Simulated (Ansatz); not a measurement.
**Molecular dynamics of CH4NS**

The input (input.yaml):

```yaml
crystal:
  periodic: [false, false, false]
  atoms:
    - { symbol: C, position_ang: [0.249, -0.5045, 0.0929] }
    - { symbol: "N", position_ang: [0.1512, -0.8009, 1.3166] }
    - { symbol: S, position_ang: [-0.9584, 1.3772, -0.5977] }
    - { symbol: H, position_ang: [-0.1952, -1.1854, -0.6206] }
    - { symbol: H, position_ang: [1.0168, 0.1746, -0.3099] }
    - { symbol: H, position_ang: [0.5379, -0.1727, 2.0107] }
    - { symbol: H, position_ang: [-0.8012, 1.1118, -1.892] }
magnetization:
  spin_polarized: true
  initial_magnetization: 1
basis:
  gaussian: { orbitals: def2-SVP }
hamiltonian:
  xc: hf
md:
  timestep: 0.5
  n_steps: 150
  ensemble: nve
  temperature: 600.0
  initial_velocities: maxwell_boltzmann
  seed: 370594
```

Launched with:

```bash
$ ansatz run input.yaml --threads 1 --pin off --max-ram 2048MiB --backend cpu --events-out ev --progress --plain --runs-dir out
```

It starts from a rough guess of a transition structure, not a stationary point.

Output, in part (one step line in 3, the closing report, with atoms numbered from 0):

```
md step     0: t =     0.00 fs  T =   600.0 K  F+E_penalty+E_count = -13385.06352908 eV  E_kin = 0.387780 eV  conserved = -13384.67574909 eV  (171 SCF iters)
md step     3: t =     1.50 fs  T =   392.8 K  F+E_penalty+E_count = -13384.92565212 eV  E_kin = 0.253852 eV  conserved = -13384.67179971 eV  (39 SCF iters)
md step     6: t =     3.00 fs  T =   430.9 K  F+E_penalty+E_count = -13384.95052440 eV  E_kin = 0.278481 eV  conserved = -13384.67204338 eV  (40 SCF iters)
md step     9: t =     4.50 fs  T =   676.8 K  F+E_penalty+E_count = -13385.11319230 eV  E_kin = 0.437444 eV  conserved = -13384.67574858 eV  (39 SCF iters)
md step    12: t =     6.00 fs  T =   538.3 K  F+E_penalty+E_count = -13385.02038898 eV  E_kin = 0.347892 eV  conserved = -13384.67249663 eV  (40 SCF iters)
md step    15: t =     7.50 fs  T =   515.6 K  F+E_penalty+E_count = -13385.00513831 eV  E_kin = 0.333213 eV  conserved = -13384.67192500 eV  (40 SCF iters)
md step    18: t =     9.00 fs  T =   724.7 K  F+E_penalty+E_count = -13385.14317281 eV  E_kin = 0.468389 eV  conserved = -13384.67478393 eV  (37 SCF iters)
md step    21: t =    10.50 fs  T =   683.7 K  F+E_penalty+E_count = -13385.11500291 eV  E_kin = 0.441852 eV  conserved = -13384.67315085 eV  (39 SCF iters)
md step    24: t =    12.00 fs  T =   668.4 K  F+E_penalty+E_count = -13385.10345065 eV  E_kin = 0.431995 eV  conserved = -13384.67145553 eV  (40 SCF iters)
md step    27: t =    13.50 fs  T =   922.5 K  F+E_penalty+E_count = -13385.27113404 eV  E_kin = 0.596233 eV  conserved = -13384.67490063 eV  (40 SCF iters)
md step    30: t =    15.00 fs  T =   942.4 K  F+E_penalty+E_count = -13385.28236101 eV  E_kin = 0.609090 eV  conserved = -13384.67327107 eV  (41 SCF iters)
md step    33: t =    16.50 fs  T =   959.2 K  F+E_penalty+E_count = -13385.29216520 eV  E_kin = 0.619929 eV  conserved = -13384.67223596 eV  (41 SCF iters)
md step    36: t =    18.00 fs  T =  1142.3 K  F+E_penalty+E_count = -13385.41249845 eV  E_kin = 0.738265 eV  conserved = -13384.67423343 eV  (43 SCF iters)
md step    39: t =    19.50 fs  T =  1162.9 K  F+E_penalty+E_count = -13385.42464765 eV  E_kin = 0.751551 eV  conserved = -13384.67309622 eV  (44 SCF iters)
md step    42: t =    21.00 fs  T =  1180.1 K  F+E_penalty+E_count = -13385.43527647 eV  E_kin = 0.762722 eV  conserved = -13384.67255482 eV  (44 SCF iters)
md step    45: t =    22.50 fs  T =  1291.2 K  F+E_penalty+E_count = -13385.50871934 eV  E_kin = 0.834498 eV  conserved = -13384.67422144 eV  (45 SCF iters)
md step    48: t =    24.00 fs  T =  1233.4 K  F+E_penalty+E_count = -13385.47066872 eV  E_kin = 0.797165 eV  conserved = -13384.67350405 eV  (74 SCF iters)
md step    51: t =    25.50 fs  T =  1165.7 K  F+E_penalty+E_count = -13385.42596043 eV  E_kin = 0.753382 eV  conserved = -13384.67257870 eV  (78 SCF iters)
md step    54: t =    27.00 fs  T =  1231.8 K  F+E_penalty+E_count = -13385.46987867 eV  E_kin = 0.796114 eV  conserved = -13384.67376502 eV  (79 SCF iters)
md step    57: t =    28.50 fs  T =  1231.5 K  F+E_penalty+E_count = -13385.46839608 eV  E_kin = 0.795900 eV  conserved = -13384.67249570 eV  (48 SCF iters)
md step    60: t =    30.00 fs  T =  1331.8 K  F+E_penalty+E_count = -13385.53380058 eV  E_kin = 0.860720 eV  conserved = -13384.67308046 eV  (46 SCF iters)
md step    63: t =    31.50 fs  T =  1439.5 K  F+E_penalty+E_count = -13385.60456022 eV  E_kin = 0.930321 eV  conserved = -13384.67423928 eV  (75 SCF iters)
md step    66: t =    33.00 fs  T =  1373.9 K  F+E_penalty+E_count = -13385.56096506 eV  E_kin = 0.887955 eV  conserved = -13384.67300959 eV  (50 SCF iters)
md step    69: t =    34.50 fs  T =  1365.8 K  F+E_penalty+E_count = -13385.55610652 eV  E_kin = 0.882737 eV  conserved = -13384.67336932 eV  (54 SCF iters)
md step    72: t =    36.00 fs  T =  1358.9 K  F+E_penalty+E_count = -13385.55221864 eV  E_kin = 0.878225 eV  conserved = -13384.67399331 eV  (89 SCF iters)
md step    75: t =    37.50 fs  T =  1241.4 K  F+E_penalty+E_count = -13385.47403201 eV  E_kin = 0.802312 eV  conserved = -13384.67171978 eV  (57 SCF iters)
md step    78: t =    39.00 fs  T =  1362.1 K  F+E_penalty+E_count = -13385.55314071 eV  E_kin = 0.880327 eV  conserved = -13384.67281363 eV  (57 SCF iters)
md step    81: t =    40.50 fs  T =  1525.3 K  F+E_penalty+E_count = -13385.66111607 eV  E_kin = 0.985822 eV  conserved = -13384.67529367 eV  (55 SCF iters)
md step    84: t =    42.00 fs  T =  1382.4 K  F+E_penalty+E_count = -13385.56544216 eV  E_kin = 0.893414 eV  conserved = -13384.67202855 eV  (56 SCF iters)
md step    87: t =    43.50 fs  T =  1471.6 K  F+E_penalty+E_count = -13385.62423228 eV  E_kin = 0.951114 eV  conserved = -13384.67311827 eV  (56 SCF iters)
md step    90: t =    45.00 fs  T =  1620.2 K  F+E_penalty+E_count = -13385.72270130 eV  E_kin = 1.047148 eV  conserved = -13384.67555345 eV  (53 SCF iters)
md step    93: t =    46.50 fs  T =  1402.9 K  F+E_penalty+E_count = -13385.57841097 eV  E_kin = 0.906726 eV  conserved = -13384.67168511 eV  (89 SCF iters)
md step    96: t =    48.00 fs  T =  1418.7 K  F+E_penalty+E_count = -13385.58882053 eV  E_kin = 0.916929 eV  conserved = -13384.67189123 eV  (85 SCF iters)
md step    99: t =    49.50 fs  T =  1641.0 K  F+E_penalty+E_count = -13385.73610026 eV  E_kin = 1.060554 eV  conserved = -13384.67554663 eV  (91 SCF iters)
md step   102: t =    51.00 fs  T =  1487.7 K  F+E_penalty+E_count = -13385.63468381 eV  E_kin = 0.961479 eV  conserved = -13384.67320447 eV  (55 SCF iters)
md step   105: t =    52.50 fs  T =  1394.4 K  F+E_penalty+E_count = -13385.57295119 eV  E_kin = 0.901217 eV  conserved = -13384.67173420 eV  (90 SCF iters)
md step   108: t =    54.00 fs  T =  1572.0 K  F+E_penalty+E_count = -13385.69149247 eV  E_kin = 1.016014 eV  conserved = -13384.67547867 eV  (55 SCF iters)
md step   111: t =    55.50 fs  T =  1426.1 K  F+E_penalty+E_count = -13385.59442789 eV  E_kin = 0.921690 eV  conserved = -13384.67273791 eV  (86 SCF iters)
md step   114: t =    57.00 fs  T =  1349.8 K  F+E_penalty+E_count = -13385.54378235 eV  E_kin = 0.872361 eV  conserved = -13384.67142155 eV  (51 SCF iters)
md step   117: t =    58.50 fs  T =  1572.3 K  F+E_penalty+E_count = -13385.69060290 eV  E_kin = 1.016171 eV  conserved = -13384.67443225 eV  (85 SCF iters)
md step   120: t =    60.00 fs  T =  1607.7 K  F+E_penalty+E_count = -13385.71318417 eV  E_kin = 1.039053 eV  conserved = -13384.67413140 eV  (90 SCF iters)
md step   123: t =    61.50 fs  T =  1530.5 K  F+E_penalty+E_count = -13385.66169896 eV  E_kin = 0.989177 eV  conserved = -13384.67252208 eV  (87 SCF iters)
md step   126: t =    63.00 fs  T =  1593.5 K  F+E_penalty+E_count = -13385.70392896 eV  E_kin = 1.029854 eV  conserved = -13384.67407500 eV  (61 SCF iters)
md step   129: t =    64.50 fs  T =  1538.9 K  F+E_penalty+E_count = -13385.66804041 eV  E_kin = 0.994581 eV  conserved = -13384.67345956 eV  (58 SCF iters)
md step   132: t =    66.00 fs  T =  1450.0 K  F+E_penalty+E_count = -13385.60939302 eV  E_kin = 0.937104 eV  conserved = -13384.67228951 eV  (87 SCF iters)
md step   135: t =    67.50 fs  T =  1506.3 K  F+E_penalty+E_count = -13385.64698380 eV  E_kin = 0.973548 eV  conserved = -13384.67343538 eV  (64 SCF iters)
md step   138: t =    69.00 fs  T =  1550.5 K  F+E_penalty+E_count = -13385.67516739 eV  E_kin = 1.002107 eV  conserved = -13384.67306088 eV  (53 SCF iters)
md step   141: t =    70.50 fs  T =  1658.3 K  F+E_penalty+E_count = -13385.74553265 eV  E_kin = 1.071756 eV  conserved = -13384.67377646 eV  (53 SCF iters)
md step   144: t =    72.00 fs  T =  1707.0 K  F+E_penalty+E_count = -13385.77752013 eV  E_kin = 1.103249 eV  conserved = -13384.67427147 eV  (53 SCF iters)
md step   147: t =    73.50 fs  T =  1600.4 K  F+E_penalty+E_count = -13385.70680673 eV  E_kin = 1.034355 eV  conserved = -13384.67245182 eV  (55 SCF iters)
md step   150: t =    75.00 fs  T =  1612.0 K  F+E_penalty+E_count = -13385.71535823 eV  E_kin = 1.041807 eV  conserved = -13384.67355121 eV  (409 SCF iters)
Total energy: -13385.71535823 eV, -491.9159662513 hartree
Atom 0 at     1.023752    -1.707357     0.614039 Å, force    -0.475335    -0.596678     0.393941 eV/Å
Atom 1 at     0.299454    -0.783361     1.078682 Å, force     2.133150    -0.313159     1.817345 eV/Å
Atom 2 at    -1.382747     1.944641    -0.766437 Å, force     0.024524    -0.030030    -0.025667 eV/Å
Atom 3 at     0.841206    -2.200768    -0.345379 Å, force    -0.332399     0.619278    -0.114802 eV/Å
Atom 4 at     1.830839    -2.231743     1.149764 Å, force    -0.069082     0.603070     0.117852 eV/Å
Atom 5 at     0.697582    -0.544417     2.049669 Å, force    -1.247206    -0.316086    -2.238976 eV/Å
Atom 6 at    -0.606549     0.946567    -1.202710 Å, force    -0.033653     0.033604     0.050307 eV/Å
Dipole moment:     0.525063    -0.475418     0.097392 e Å
```

The run went to its last step. The conserved energy stayed within 0.74 meV per atom of its start (net change 0.31 meV per atom), so the integration is sound. The system heated up, since it started high on the potential surface and ran downhill. A run of 0.075 ps of so small a system gives no equilibrium averages.

The step under study would form C1–S3. These pairs go: C1–S3 2.34 → 4.59 Å. In the last frame they stand as before the step (other bonds may differ from the relaxed reactants and products). It ends as CH3N + HS. Pairs count as bonded within 1.25 times the sum of covalent radii (0.12 Å more for H–H).

Last frame:

```xyz
7
Properties=species:S:1:pos:R:3
C 1.024 -1.707 0.614
N 0.299 -0.783 1.079
S -1.383 1.945 -0.766
H 0.841 -2.201 -0.345
H 1.831 -2.232 1.150
H 0.698 -0.544 2.050
H -0.607 0.947 -1.203
```

Run time: 2.8 min on 1 thread of Arm Neoverse V1, with other jobs on the host, peak memory 0.13 GiB.
